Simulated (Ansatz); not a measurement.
Rock-salt HfN was calculated with RPBE (Ansatz, a quantum-chemistry and plane-wave program, PAW).

Settings: plane-wave cutoff 520 eV, 16×16×16 k mesh, Fermi–Dirac smearing 0.1 eV, perturbation theory, scalar-relativistic PAW data made under PBE.

Cell (relaxed at this level):

Space group Fm-3m (No. 225); a = b = c = 4.5742 Å, α = β = γ = 90.00°

```tsv
atom	site	symmetry	x	y	z
Hf	4a	m-3m	0.0000	0.0000	0.0000
N	4b	m-3m	0.5000	0.5000	0.5000
```
(The calculation used a cell of 2 atoms; values per cell refer to that cell.)

**Question.** Estimate the zone-centre TO phonon frequency that the calculation returns.

**Answer.** 
zone-centre TO phonon frequency: 465 cm⁻¹

Spin–orbit coupling is not included.

Computing time: roughly 29 core-minutes.
